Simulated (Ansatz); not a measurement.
HGaAl, quartet in 6-31G: errors against full CI

Geometry: a point of a breathe scan, not a stationary point.

```
atom   x (Å)   y (Å)    z (Å)
  Al  0.0000  0.0000   1.8032
  Ga  0.0000  0.0000  -0.2189
   H  0.0000  0.0000  -1.5843
```

Basis 6-31G (Cartesian d functions); Ansatz 0.2.0. Correlated methods freeze the noble-gas cores and the filled d shells of p-block atoms, which leaves 7 electrons in 25 orbitals. R marks a restricted (for open shells ROHF) determinant, U an unrestricted one. Active spaces: valence = (7e, 9o) chosen from the atoms' valence shells; pair = (5e, 5o) about the gap. No spin–orbit coupling is included, and no scalar relativity.

Full CI is exact within this basis and frozen core; it isn't the basis-set limit. The frozen core follows each run's orbitals, which can shift R against U totals by a few meV for light atoms and by up to 0.1 eV past Ca.

The UHF ⟨S²⟩ is 3.755 and the T1 diagnostic (RCCSD) is 0.0254. The largest doubles amplitude (RCCSD) is 0.073.

```json
{"level": "RMP2", "E − E(RHF) (eV)": "-1.1988"}
{"level": "RCCSD", "E − E(RHF) (eV)": "-1.6658"}
{"level": "RCCSD(T)", "E − E(RHF) (eV)": "-1.7022"}
```

**Question.** Estimate how far full CI in 6-31G lies from RCCSD(T). The table doesn't fix it; the size of (T) and the diagnostics are the guide.

**Answer.** Full CI in 6-31G lies 0.63 mEh below RCCSD(T), which is 47 % of the (T) step (-1.34 mEh). The diagnostics give no warning, yet the rest is a sizeable part of (T).

The other levels:

```tsv
level	E − E(full CI) (mEh)	share of correlation (%)	wall time
BCCD(T)	0.64	98.99	1.2 s
RCCSDT	0.12	99.81	–
RCCSDT(Q)	0.03	99.95	3.3 s
CASSCF (pair space)	49.86	21.09	–
NEVPT2 (pair space)	18.20	71.19	1.2 s
MRCISD (pair space)	3.19	94.96	–
MRCISD+Q (pair space)	0.49	99.23	1.5 s
CASSCF (valence space)	19.47	69.19	–
NEVPT2 (valence space)	5.80	90.81	3 s
NEVPT4(SD) (valence space)	0.93	98.53	3.9 s
MRCISD (valence space)	0.46	99.27	–
MRCISD+Q (valence space)	0.12	99.81	4.1 s
```

The correlation energy at full CI, counted from RHF, is -1.719 eV. That run took 78 s on 1 thread of Arm Neoverse V2, shared host over 3,993,174 determinants.

Run but not shown, since their state, orbitals or frozen core can't be matched to the reference's or they repeat it: UHF, UMP2, UCCSD, UCCSD(T), UCCSDT, UCCSDT(Q).

Times hold each run's SCF and search for its determinant on a shared host, so for small cases they say little of a method's own cost; they ran on 1 thread of Arm Neoverse V2.

The full-CI state has the irrep A2 of C2v, in the program's axes (one component, if the state is degenerate).

Natural occupations of full CI about the gap: 1.970 1.951 0.996 0.983 0.983 0.028 0.028 0.028 0.009 0.006; effectively unpaired electrons, Σ n²(2−n)², 3.02.
